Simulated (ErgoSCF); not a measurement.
**[SiH3]+ (SMILES [SiH3+]): levels of theory compared**

We compute a comparison of 6 runs (HF/STO-3G, HF/3-21G, HF/def2-SVP, B3LYP/6-31G, PBE0/def2-SVP, SVWN5/def2-SVP) of [SiH3]+. 

The calculation is run with ErgoSCF 3.8.

4 further runs of the same task are left out: 4 that didn't finish.

**1. The structure to begin with**

[SiH3]+: 4 atoms, total charge +1, spin state singlet. SMILES: `[SiH3+]`. The coordinates come from a PBE0-D4/def2-TZVP relaxation.

Bond lengths: Si1–H2 1.472 Å, Si1–H3 1.472 Å, Si1–H4 1.472 Å. Angles: H2–Si1–H3 120.0°, H2–Si1–H4 120.0°, H3–Si1–H4 120.0°.

**2. The energy at HF/STO-3G (run 1)**

ergo.in

```
set_nthreads(1)
tmpdir = "."
scf.max_number_of_iterations = 120
charge = 1
scf.output_mulliken_pop = 1
basis = "STO-3G"
scf.use_diagonalization = 1
molecule_inline
Si   0.00000000   0.00000000   0.00000000
H    1.29805288   1.27632102   2.10326518
H   -0.22374357  -2.77260617  -0.01870829
H   -1.07430930   1.49609617  -2.08455689
EOF
run "HF"
```

The basis set STO-3G is read from a file made from the Basis Set Exchange's data (not shown).

On the command line:

```console
$ ergo < ergo.in
```

Log:

```text
INMA ERGO version 3.8
INMA  max_number_of_iterations := 120
INMA  charge := 1
INMA  output_mulliken_pop := 1
INMA  basis := STO-3G
INMA Basis really set to STO-3G
INMA  use_diagonalization := 1
INMA Si (charge=14.0) 0.000000 0.000000 0.000000
INMA H (charge=1.0) 1.298053 1.276321 2.103265
INMA H (charge=1.0) -0.223744 -2.772606 -0.018708
INMA H (charge=1.0) -1.074309 1.496096 -2.084557
INMA running HF
INMA Running HF
INSC SCF_general constructor, number of basis functions: 12
INSC Min internuclear distance:      2.78167 a.u.  =      1.47199 Angstrom
INSC Max internuclear distance:      4.81812 a.u.  =      2.54964 Angstrom
INSC Euclidean norm of overlap matrix =          1.81339186281  (acc 1.49e-08)
INSC Euclidean norm of invCholFactor after truncation =          1.70293440706
INSC Beginning of SCF cycle 1
INSC nuclearEnergy, energy_2el, energy = 15.721450, 84.181045, -234.732939
INSC Energy   1 =       -234.73293890390
INSC maxabs FDS-SDF is     25.1
INDE E_HOMO =         -1.13644168317
INDE E_LUMO =         -0.95257215787
INSC Beginning of SCF cycle 2
INSC nuclearEnergy, energy_2el, energy = 15.721450, 128.879436, -286.441479
INSC Energy   2 =       -286.44147873362
INSC maxabs FDS-SDF is    0.501
INSC using DIIS to get combined Fock matrix, number of iters used for DIIS:  2
INDE E_HOMO =         -0.63247061791
INDE E_LUMO =          0.06620456028
INSC Beginning of SCF cycle 3
INSC nuclearEnergy, energy_2el, energy = 15.721450, 122.010740, -287.084159
INSC Energy   3 =       -287.08415870463  ( diff     -0.642679971011887 )
INSC maxabs FDS-SDF is   0.0217
INSC using DIIS to get combined Fock matrix, number of iters used for DIIS:  3
INDE E_HOMO =         -0.74455374565
INDE E_LUMO =         -0.13267121220
INSC Beginning of SCF cycle 4
INSC nuclearEnergy, energy_2el, energy = 15.721450, 122.041397, -287.085015
INSC Energy   4 =       -287.08501479687  ( diff     -0.000856092238735 )
INSC maxabs FDS-SDF is  0.00234
INSC using DIIS to get combined Fock matrix, number of iters used for DIIS:  4
INDE E_HOMO =         -0.74753695052
INDE E_LUMO =         -0.13946317043
INSC Beginning of SCF cycle 5
INSC nuclearEnergy, energy_2el, energy = 15.721450, 122.037236, -287.085035
INSC Energy   5 =       -287.08503517888  ( diff     -0.000020382013702 )
INSC maxabs FDS-SDF is 0.000334
INSC using DIIS to get combined Fock matrix, number of iters used for DIIS:  5
INDE E_HOMO =         -0.74735802989
INDE E_LUMO =         -0.13941333182
INSC Beginning of SCF cycle 6
INSC nuclearEnergy, energy_2el, energy = 15.721450, 122.037239, -287.085036
INSC Energy   6 =       -287.08503568813  ( diff     -0.000000509247968 )
INSC maxabs FDS-SDF is 1.07e-05
INSC using DIIS to get combined Fock matrix, number of iters used for DIIS:  6
INDE E_HOMO =         -0.74736796007
INDE E_LUMO =         -0.13941534846
INSC Beginning of SCF cycle 7
INSC nuclearEnergy, energy_2el, energy = 15.721450, 122.037214, -287.085036
INSC Energy   7 =       -287.08503568883  ( diff     -0.000000000703153 )
INSC maxabs FDS-SDF is 5.12e-07
INSC using DIIS to get combined Fock matrix, number of iters used for DIIS:  7
INDE E_HOMO =         -0.74736787435
INDE E_LUMO =         -0.13941591039
INSC Beginning of SCF cycle 8
INSC nuclearEnergy, energy_2el, energy = 15.721450, 122.037215, -287.085036
INSC Energy   8 =       -287.08503568884  ( diff     -0.000000000000455 )
INSC maxabs FDS-SDF is 2.51e-08
RESC CONVERGED after   8 iterations.
RESC FINAL ENERGY:       -287.08503568884
TISC Main SCF loop took      0.14 usr cpu s       0.02 sys cpu s       0.16 wall s
INSC SCF: dipole_moment_x [atomic units] =      -0.00000496
INSC SCF: dipole_moment_y [atomic units] =       0.00003564
INSC SCF: dipole_moment_z [atomic units] =      -0.00000972
INSC Sum of Mulliken charges (electrons):      16.0000000
INSC Mulliken charge of atom 0 =       0.9815479
INSC Mulliken charge of atom 1 =       0.0061507
INSC Mulliken charge of atom 2 =       0.0061450
INSC Mulliken charge of atom 3 =       0.0061563
INSC Sum of Mulliken atomic charges:       1.0000000
```

Wall time 0.52 s (1 thread of Arm Neoverse V1, shared host); peak memory 0.26 GiB.

**3. A single-point energy at HF/3-21G (run 2)**

mol.xyz

```xyz
4

Si     0.000000     0.000000     0.000000
H      0.686900     0.675400     1.113000
H     -0.118400    -1.467200    -0.009900
H     -0.568500     0.791700    -1.103100
```

run.inp

```
set_nthreads(1)
scf.use_diagonalization = 1
scf.output_mulliken_pop = 1
basis = "3-21G"
charge = 1
scf.max_number_of_iterations = 120
tmpdir = "."
spin_polarization = 0
molecule "mol.xyz"
run "HF"
```

The basis set 3-21G is read from a file made from the Basis Set Exchange's data (not shown).

On the command line:

```console
$ ergo run.inp
```

Log, shortened:

```text
[...]
INSC SCF_general constructor, number of basis functions: 19
[...]
INSC Energy   1 =       -172.58812465113
[...]
INDE E_LUMO =         -0.25450341029
[...]
INSC Energy   9 =       -288.79826909222  ( diff     -0.000000000010857 )
[...]
RESC CONVERGED after   9 iterations.
RESC FINAL ENERGY:       -288.79826909222
[...]
INSC SCF: dipole_moment_x [atomic units] =      -0.00000205
INSC SCF: dipole_moment_y [atomic units] =       0.00004110
INSC SCF: dipole_moment_z [atomic units] =      -0.00000477
[...]
```

It took 0.55 s on 1 thread of Arm Neoverse V1, shared host; peak memory 0.26 GiB.

**4. A single-point energy at HF/def2-SVP (run 3)**

run.inp

```
# single point, H3Si
set_nthreads(1)
molecule_inline Angstrom
Si     0.000000     0.000000     0.000000
H      0.686900     0.675400     1.113000
H     -0.118400    -1.467200    -0.009900
H     -0.568500     0.791700    -1.103100
EOF
scf.output_mulliken_pop = 1
charge = 1
basis = "def2-SVP"
tmpdir = "."
scf.max_number_of_iterations = 120
scf.use_diagonalization = 1
run "HF"
```

The basis set def2-SVP is read from a file made from the Basis Set Exchange's data (not shown).

On the command line:

```console
$ ergo run.inp
```

Log:

```text
[...]
INSC SCF_general constructor, number of basis functions: 33
[...]
INSC Energy   1 =       -114.13678179317
[...]
INDE E_LUMO =         -0.24627922178
[...]
INSC Energy  10 =       -290.25449894069  ( diff     -0.000000000003524 )
[...]
RESC CONVERGED after  10 iterations.
RESC FINAL ENERGY:       -290.25449894069
[...]
INSC SCF: dipole_moment_x [atomic units] =      -0.00000244
INSC SCF: dipole_moment_y [atomic units] =       0.00004125
INSC SCF: dipole_moment_z [atomic units] =      -0.00000584
[...]
```

It took 1.4 s on 1 thread of Arm Neoverse V1, shared host; peak memory 0.26 GiB.

Runs 4 to 5 aren't shown in full; the table further down has their settings and results.

**5. The excited states at SVWN5/def2-SVP (run 6)**

input.xyz

```xyz
4

Si     0.000000     0.000000     0.000000
H      0.686900     0.675400     1.113000
H     -0.118400    -1.467200    -0.009900
H     -0.568500     0.791700    -1.103100
```

input.ego

```
set_nthreads(1)
molecule "input.xyz"
scf.output_mulliken_pop = 1
lr.max_iterations = 30
scf.use_diagonalization = 1
charge = 1
tmpdir = "."
basis = "def2-SVP"
scf.max_number_of_iterations = 150
get_excited_state "SVWN5" 5
```

The basis set def2-SVP is read from a file made from the Basis Set Exchange's data (not shown).

On the command line:

```console
$ ergo input.ego
```

Log:

```text
[...]
INSC SCF_general constructor, number of basis functions: 33
[...]
INSC Energy   1 =       -118.14798205459
[...]
INDE E_LUMO =         -0.42424211464
[...]
INSC Energy  10 =       -289.62832940230  ( diff     -0.000000000000909 )
[...]
RESC CONVERGED after  10 iterations.
RESC FINAL ENERGY:       -289.62832940230
[...]
INSC SCF: dipole_moment_x [atomic units] =      -0.00000213
INSC SCF: dipole_moment_y [atomic units] =       0.00002743
INSC SCF: dipole_moment_z [atomic units] =      -0.00000477
[...]
```

The script printed:

```text
Step  1: ssize:  10 |r|=    0.0613669 shift=  0.186280
Step  2: ssize:  20 |r|=   0.00109389 shift=  0.184838
Step  3: ssize:  30 |r|=    0.0194834 shift=  0.365682
Step  4: ssize:  34 |r|=   0.00243185 shift=  0.397142
STATE 1 TRANSITION MOMENT:         -1.42682e-06 ENERGY             5.029673 eV
STATE 2 TRANSITION MOMENT:           6.5555e-06 ENERGY             5.029913 eV
STATE 3 TRANSITION MOMENT:            0.0445545 ENERGY             9.946931 eV
STATE 4 TRANSITION MOMENT:            -0.170831 ENERGY             9.947295 eV
STATE 5 TRANSITION MOMENT:            -0.901159 ENERGY            10.806771 eV
STATE 1 TRANSITION MOMENT:         -8.76561e-07 ENERGY             5.029673 eV
STATE 2 TRANSITION MOMENT:         -2.08592e-06 ENERGY             5.029913 eV
STATE 3 TRANSITION MOMENT:             0.349502 ENERGY             9.946931 eV
STATE 4 TRANSITION MOMENT:            0.0489656 ENERGY             9.947295 eV
STATE 5 TRANSITION MOMENT:            0.0692552 ENERGY            10.806771 eV
STATE 1 TRANSITION MOMENT:         -4.51484e-07 ENERGY             5.029673 eV
STATE 2 TRANSITION MOMENT:         -5.03245e-06 ENERGY             5.029913 eV
STATE 3 TRANSITION MOMENT:             0.031016 ENERGY             9.946931 eV
STATE 4 TRANSITION MOMENT:            -0.306026 ENERGY             9.947295 eV
STATE 5 TRANSITION MOMENT:             0.514136 ENERGY            10.806771 eV
Eigenvalue  1:     0.184837085 Tran.Mom.:  1.73436309e-06
Eigenvalue  2:     0.184845887 Tran.Mom.:  8.52356917e-06
Eigenvalue  3:     0.365542955 Tran.Mom.:     0.353692599
Eigenvalue  4:     0.365556359 Tran.Mom.:     0.353882682
Eigenvalue  5:     0.397141518 Tran.Mom.:      1.03981728
```

It took 2.5 s on 1 thread of Arm Neoverse V1, shared host; peak memory 0.26 GiB.

The roots found:

```
excited state  energy (eV)  strength
            1        5.030    0.0000
            2        5.030    0.0000
            3        9.947    0.0305
            4        9.947    0.0305
            5       10.807    0.2863
```

**6. Overview of the runs**

```
run           level  integration grid  radint  energy (Eh)  wall time
  1       HF/STO-3G                 –       –  -287.085036     0.52 s
  2        HF/3-21G                 –       –  -288.798269     0.55 s
  3     HF/def2-SVP                 –       –  -290.254499      1.4 s
  4     B3LYP/6-31G             Turbo   1e-11  -290.905563      1.4 s
  5   PBE0/def2-SVP             Turbo   1e-11  -290.704524        2 s
  6  SVWN5/def2-SVP             Turbo       –  -289.628329      2.5 s
```

**7. Summary of results**

| quantity | value |
| --- | --- |
| run 6: total energy | -289.62833 Eh |
| run 6: lowest excitation energy | 5.03 eV |

**Reading.** Totals of different functionals can't be ranked against each other. In run 1 the basis is minimal, so the values are rough. All runs together took 8.3 s, the longest 2.5 s.
